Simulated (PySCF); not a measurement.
Species: C₄H₈FN (charge +1 and doublet state).
Numbering: `[NH2+:1][CH2:2][C@@H:3]1[CH2:4][C@@H:5]1[F:6]` (hydrogens: H7, H8 on N1; H9, H10 on C2; H11 on C3; H12, H13 on C4; H14 on C5)

Geometry (GFN2-xTB, Å), atoms numbered from 1 in this order:
```xyz
14
C4H8FN angstrom
N      1.6701   -1.1356    0.7648
C      0.3533   -0.6686    0.7606
C      0.0989    0.5543   -0.0551
C     -1.2887    1.1198   -0.1692
C     -0.7378    0.4314   -1.3626
F     -1.1989   -0.7865   -1.6668
H      2.4321   -0.5690    0.4255
H      1.8982   -2.0013    1.2289
H     -0.3331   -1.4927    0.4893
H      0.0369   -0.4420    1.8071
H      0.9362    1.2377   -0.1402
H     -2.0808    0.6082    0.3593
H     -1.4002    2.1929   -0.2169
H     -0.3869    0.9509   -2.2468
```

The hyperfine couplings belong to this conformer and change with its torsions.

Computed, not measured: PySCF, UKS B3LYP, pcH-1 on C F H N, non-relativistic, mean-field spin-orbit, GIAO. Geometry: GFN2-xTB, one conformer, isolated ion. Couplings are sensitive to structure, and on GFN2-xTB geometries they can be far from those on DFT ones, by a factor of two or more for some ions and for spin on atoms past the first row. The SCF solution wasn't tested for stability.

Task: Give the principal g shifts and their parts.

Result: 
```json
{"Δg (ppm)": "relativistic mass correction", "1": "-202", "2": "-202", "3": "-202"}
{"Δg (ppm)": "gauge correction", "1": "14", "2": "27", "3": "31"}
{"Δg (ppm)": "orbital Zeeman/spin–orbit", "1": "731", "2": "1872", "3": "3995"}
{"Δg (ppm)": "total", "1": "543", "2": "1697", "3": "3824"}
```

So g = 2.00286, 2.00402, 2.00614 and g_iso = 2.00434; the tensor is rhombic: the two nearest values differ by 35 % of g3 − g1. 

Task: Average each term over the three axes. Which is largest in size?

Result: The orbital-Zeeman/spin–orbit term 2200, the mass correction -202 and the gauge correction 24 ppm, for a total of 2021 ppm. The orbital-Zeeman/spin–orbit term is the largest in size. The mass correction is the same along every axis, so the anisotropy comes from the other two: their spans along these axes are 17 (gauge) and 3264 ppm (orbital Zeeman/spin–orbit).

Task: What effective moment and Curie constant follow for a powder?

Result: With the mean of g² = 4.0174 and S(S+1) = 0.75: μ_eff = √(⟨g²⟩S(S+1)) = 1.736 μB and χT = 0.12505·⟨g²⟩·S(S+1) = 0.377 cm³ K/mol (cgs; spin-Hamiltonian part alone).

Task: What are the electron Larmor frequencies g μB B/h along the three axes at 1200 mT?

Result: 33.6391, 33.6584, 33.6942 GHz for g1, g2 and g3, a range of 55.1 MHz.

Task: In a frozen sample, at which fields do the three g values resonate at 9.5, 34, 94 and 263 GHz (hyperfine left aside), and which band first spreads them over more than twice a line width of 0.5 mT?

Result: 
| band | GHz | B(g3) mT | B(g2) mT | B(g1) mT | spread mT |
| --- | --- | --- | --- | --- | --- |
| X | 9.5 | 338.34 | 338.70 | 338.89 | 0.55 |
| Q | 34.0 | 1210.89 | 1212.18 | 1212.88 | 1.98 |
| W | 94.0 | 3347.76 | 3351.31 | 3353.25 | 5.49 |
| J | 263.0 | 9366.60 | 9376.55 | 9381.95 | 15.35 |

The spread grows in proportion to the frequency. Q band is the first where it exceeds 1.0 mT.

The largest Mulliken spin populations are on N1 (+0.67), H10 (+0.15), C5 (+0.08) and C3 (+0.08). The angles at N1 add up to 359.5°, so it is planar; its axial dipolar tensor and the negative couplings of its protons fit spin in a p orbital normal to that plane.

The HOMO–LUMO gaps are 8.26 eV among the α and 1.70 eV among the β orbitals.
